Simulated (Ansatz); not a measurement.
hcp Os, treated with PBEsol (Ansatz, a program for electronic structure, plane waves, PAW).

Settings: plane-wave cutoff 520 eV, 24×24×14 k mesh (along the axes of the cell as run), Fermi–Dirac smearing 0.05 eV, no spin polarisation, scalar-relativistic PAW data made under PBE.

Properties against volume:

Shape and atoms are relaxed at each volume.

| V (Å³/atom) | P (GPa) | c (Å) | a (Å) |
|---|---|---|---|
| 13.336 | 19.41 | 4.256 | 2.690 |
| 13.614 | 9.15 | 4.282 | 2.710 |
| 13.891 | 0.00 | 4.308 | 2.729 |
| 14.169 | -8.15 | 4.334 | 2.748 |
| 14.447 | -15.41 | 4.359 | 2.767 |

Note: the bulk modulus comes from volumes at which shape and atoms were relaxed.
